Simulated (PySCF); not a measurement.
Simulated outer-valence photoelectron spectrum of `F[C@@H]1C[C@H]1Cl`. The calculation used EOM-IP-CCSD/aug-cc-pVDZ in PySCF, restricted Hartree–Fock reference, frozen core, non-relativistic, gas phase, PBE0-D3(BJ)/def2-SVP geometry.

Each root has a Gaussian of 0.4 eV full width with its one-hole share as area; cross sections and vibrations are left out, and the highest printed point is 100.

ionisation energy (eV), intensity and a bar:
```
      9.8          0 
     10.0         10 ###
     10.2         63 ###################
     10.4        100 ##############################
     10.6         75 ######################
     10.8        100 ##############################
     11.0         61 ##################
     11.2         10 ###
     11.4          0 
     11.6          0 
     11.8          7 ##
     12.0         52 ################
     12.2         98 #############################
     12.4         47 ##############
     12.6         25 #######
     12.8         81 ########################
     13.0         83 #########################
     13.2         21 ######
     13.4          2 
     13.6          8 ##
     13.8         57 #################
     14.0         97 #############################
     14.2         43 #############
     14.4         19 ######
     14.6         73 ######################
     14.8         89 ###########################
     15.0         31 #########
     15.2         41 ############
     15.4         96 #############################
     15.6         60 ##################
     15.8         24 #######
     16.0         72 ######################
     16.2         89 ###########################
     16.4         27 ########
     16.6          2 #
```

Problem. Where are the maxima, and how many lines lie under the curve?

Solution. 8 maxima, at 10.4, 10.8, 12.2, 12.9, 14.0, 14.7, 15.4 and 16.1 eV, from 8 lines.

Problem. List the lines with their holes.

Solution. 
```
E (eV)  leading hole (HF orbital)  area  Koopmans (eV)
 10.36                       HOMO  0.96          11.26
 10.83                     HOMO-1  0.96          11.72
 12.19                     HOMO-2  0.95          13.22
 12.90                     HOMO-3  0.95          14.11
 13.98                     HOMO-4  0.96          14.94
 14.73                     HOMO-5  0.95          16.49
 15.43                     HOMO-6  0.95          16.93
 16.13                     HOMO-7  0.94          18.74
```

The widest gap, 1.36 eV, lies between 10.83 and 12.19 eV. Only orbitals with −ε under 21 eV, eight at most, were ionised, so the high end of the curve may lack lines.

Time: 5.7 min wall. Hardware: an Arm Neoverse V1 with one thread (shared host).
